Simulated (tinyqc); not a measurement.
Worked calculation: Pariser-Parr-Pople SCF with singles CI, for the molecule c1cc[nH]c1 (SMILES; centres numbered as the heavy atoms are written). One step of it, computed by the program tinyqc.

Problem. Iteration 1: Fock matrix. F_rr = H_rr + P_rr gamma_rr / 2 + sum_(s != r) P_ss gamma_rs; F_rs = H_rs - P_rs gamma_rs / 2; E = tr P (H + F) / 2 + core repulsion sum_(r<s) z_r z_s gamma_rs.

P at the start:
```
           1C         2C         3C         4N         5C
1C   1.194698   0.641912  -0.239810  -0.253001   0.654617
2C   0.641912   1.194698   0.654617  -0.253001  -0.239810
3C  -0.239810   0.654617   1.197061   0.642307  -0.250153
4N  -0.253001  -0.253001   0.642307   1.216481   0.642307
5C   0.654617  -0.239810  -0.250153   0.642307   1.197061
```

core matrix H (eV):
```
            1C          2C          3C          4N          5C
1C  -43.358849   -2.440000    0.000000    0.000000   -2.440000
2C   -2.440000  -43.357231   -2.440000    0.000000    0.000000
3C    0.000000   -2.440000  -46.318597   -2.290000    0.000000
4N    0.000000    0.000000   -2.290000  -53.736474   -2.290000
5C   -2.440000    0.000000    0.000000   -2.290000  -46.317110
```

repulsion gamma_rs (eV):
```
           1C         2C         3C         4N         5C
1C  11.130000   7.552804   5.520570   5.786336   7.552804
2C   7.552804  11.130000   7.554850   5.785526   5.518526
3C   5.520570   7.554850  11.130000   8.281656   5.519866
4N   5.786336   5.785526   8.281656  16.800000   8.282957
5C   7.552804   5.518526   5.519866   8.282957  11.130000
```

Centres (angstrom, eV; a flat drawing with bonds scaled to 1.40 angstrom):
```
centre          x          y  core charge z          W   gamma_rr
1C       1.191000   0.000000              1  11.160000  11.130000
2C       0.368000   1.133000              1  11.160000  11.130000
3C      -0.963000   0.700000              1  11.160000  11.130000
4N      -0.963000  -0.700000              2  25.600000  16.800000
5C       0.368000  -1.133000              1  11.160000  11.130000
```

Give: F; pi energy.

Solution.

F (eV):
```
        1C      2C      3C      4N      5C
1C  -4.998  -4.864   0.662   0.732  -4.912
2C  -4.864  -4.998  -4.913   0.732   0.662
3C   0.662  -4.913  -7.354  -4.950   0.690
4N   0.732   0.732  -4.950  -9.864  -4.950
5C  -4.912   0.662   0.690  -4.950  -7.355
```

pi energy = -89.688 eV
